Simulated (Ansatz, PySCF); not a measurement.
Molecule (SMILES): FC(F)=C(F)F.
Geometry (B3LYP-D3(BJ)/def2-TZVP, fixed):
```
C
F 1 1.3190
F 1 1.3190 2 113.18
C 1 1.3209 2 123.41 3 180.00
F 4 1.3190 1 123.41 2 -180.00
F 4 1.3190 5 113.18 1 180.00
```

Near-linear dependence at PBE0/d-aug-cc-pVTZ with PySCF (spherical functions, density fitting): canonical orthogonalisation drops combinations whose overlap eigenvalue lies under the threshold. The set has 372 functions.

| threshold | orbitals kept | energy minus last row (mEh) |
|---|---|---|
| 1e-3 | ___ | ___ |
| 1e-4 | ___ | ___ |
| 1e-5 | ___ | ___ |
| 1e-6 | 371 | 0.001 |
| 1e-7 | 372 | 0.000 |
| 1e-9 | 372 | 0.000 |

### Question
Fill in the missing entries.

### Answer

- 1e-3, orbitals kept: 338
- 1e-3, energy minus last row (mEh): 22.890
- 1e-4, orbitals kept: 358
- 1e-4, energy minus last row (mEh): 0.219
- 1e-5, orbitals kept: 368
- 1e-5, energy minus last row (mEh): 0.042

The smallest overlap eigenvalue is 8.8e-07. Ansatz (a quantum-chemistry and plane-wave program) at its default drops 0 functions.
